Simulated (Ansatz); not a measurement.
For Au (model structure, started from the beta-Sn type, I4₁/amd, No. 141, 2 atoms in the cell), PBE-D3(BJ) (Ansatz, a program for electronic structure, plane waves, PAW) gives:

- lattice constant a = 5.279 Å
- lattice parameter c = 2.721 Å

### Question
What does r²SCAN (Ansatz, plane waves, PAW) give for the same quantities?

### Answer

- lattice constant a: 5.306 Å (increases by 0.5 %)
- lattice parameter c: 2.726 Å (increases by 0.2 %)

Changes are worked out from the printed values.

Unless a cell is named, each level is at its own relaxed cell (PBE-D3(BJ) 18.96, r²SCAN 19.19 Å³/atom).

Levels without +SOC leave out spin–orbit coupling, which shifts energies and cells of such heavy elements.

Ansatz's density-functional and Hartree–Fock values are scalar-relativistic unless marked +SOC, with PAW data made under PBE.

A model structure was made by putting elements into a prototype or built by hand; it is no filed structure, need not be a known phase, and can be a saddle point held by its symmetry.
